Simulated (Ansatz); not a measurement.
# AlH4OSi radical: one species, many methods

One table from this session's results is given with a row withheld; the runs are named, their logs left out.

Program: Ansatz 0.2.0, Gaussian basis. Level of theory: functionals in def2-TZVPP, the program's frozen cores in correlated methods. These are calculated values, not measurements.

Plan: LDA (SPW92), PBE-D4, revPBE-D4, BLYP-D4, r2SCAN-D4, B97M-V, PBE0-D4, B3LYP-D4, r2SCANh-D4, r2SCAN0-D4, HSE06-D4, BHLYP-D4, CAM-B3LYP-D4, LC-ωPBE, ωB97X-V, ωB97M-V, B2PLYP, PBE-QIDH; CCSD(T)/def2-SVP; CCSD(T)/def2-TZVPP; CCSD(T)/def2-QZVPP; extrapolation to the limit; RPA on PBE.

## Structure used throughout

All runs share one geometry, relaxed beforehand with PBE0-D4 in a triple-zeta def2 set.

SMILES `[AlH][O][SiH3]`, 7 atoms, charge 0, spin multiplicity 2.

Atoms are counted from 1 here; the program's logs count them from 0.

Bond lengths: Al1–O2 1.689 Å, Al1–H4 1.608 Å, O2–Si3 1.627 Å, Si3–H5 1.487 Å, Si3–H6 1.487 Å, Si3–H7 1.488 Å. Angles: O2–Al1–H4 116.0°, Al1–O2–Si3 169.6°, O2–Si3–H5 110.0°, O2–Si3–H6 110.2°, O2–Si3–H7 110.3°, H5–Si3–H6 108.8°, H5–Si3–H7 108.7°, H6–Si3–H7 108.8°.

Set-up of the first run:

Input file in.yaml:

```yaml
crystal:
  periodic: [false, false, false]
  atoms:
    - {symbol: Al, position_ang: [-1.643687, -1.503655, -0.201117]}
    - {symbol: O, position_ang: [-0.403041, -0.368636, -0.047346]}
    - {symbol: Si, position_ang: [0.870949, 0.567401, 0.335828]}
    - {symbol: H, position_ang: [-2.580134, -1.352766, -1.500161]}
    - {symbol: H, position_ang: [1.204439, 1.463622, -0.802673]}
    - {symbol: H, position_ang: [0.554908, 1.401190, 1.526191]}
    - {symbol: H, position_ang: [2.057767, -0.275156, 0.643478]}
basis:
  gaussian: {orbitals: def2-TZVPP}
magnetization: {spin_polarized: true, initial_magnetization: 1}
hamiltonian: {xc: lda}
output: {orbitals: {seedname: orbitals}}
```

Launch:

```console
$ ansatz run in.yaml --threads 2 --pin off --events-out ev --progress --plain --max-ram 22528MiB --backend cpu
```

Steps of the session up to this table: LDA; PBE-D4 (GGA); revPBE-D4 (GGA); BLYP-D4 (GGA); r2SCAN-D4 (meta-GGA); B97M-V (meta-GGA); PBE0-D4 (hybrid); B3LYP-D4 (hybrid); r2SCANh-D4 (hybrid); r2SCAN0-D4 (hybrid); HSE06-D4 (hybrid); BHLYP-D4 (hybrid); CAM-B3LYP-D4 (range-separated); LC-ωPBE (range-separated); ωB97X-V (range-separated); ωB97M-V (range-separated); B2PLYP (double hybrid); PBE-QIDH (double hybrid).

One of the session's tables, all rows but one given; the rest of the session is left out.

It belongs to the step «Frontier levels by functional». 

```
  functional  HOMO (eV)  LUMO (eV)  gap (eV)
 LDA (SPW92)      -4.70      -3.50      1.20
      PBE-D4      -4.75      -3.17      1.59
   revPBE-D4      -4.75      -3.04      1.71
     BLYP-D4          ?          ?         ?
   r2SCAN-D4      -5.06      -2.70      2.36
      B97M-V      -4.75      -3.66      1.09
     PBE0-D4      -5.77      -2.32      3.45
    B3LYP-D4      -5.53      -2.72      2.81
  r2SCANh-D4      -5.43      -2.45      2.98
  r2SCAN0-D4      -5.98      -2.08      3.90
    HSE06-D4      -5.38      -2.70      2.68
    BHLYP-D4      -6.62      -1.66      4.96
CAM-B3LYP-D4      -6.94      -1.54      5.41
     LC-ωPBE      -8.30      -0.17      8.13
     ωB97X-V      -7.84      -0.68      7.16
     ωB97M-V      -7.42      -0.85      6.57
```

**Question.** Estimate the row for BLYP-D4.

Worked estimate for «HOMO (eV)». Against the share of exact exchange, B3LYP-D4 (0.2, -5.53), BHLYP-D4 (0.5, -6.62) give a slope of -3.63 per unit share; at 0 the line stands at -4.80.

**Answer.** HOMO (eV): -4.57; LUMO (eV): -3.21; gap (eV): 1.36. In «HOMO (eV)» the line misses by -0.23.
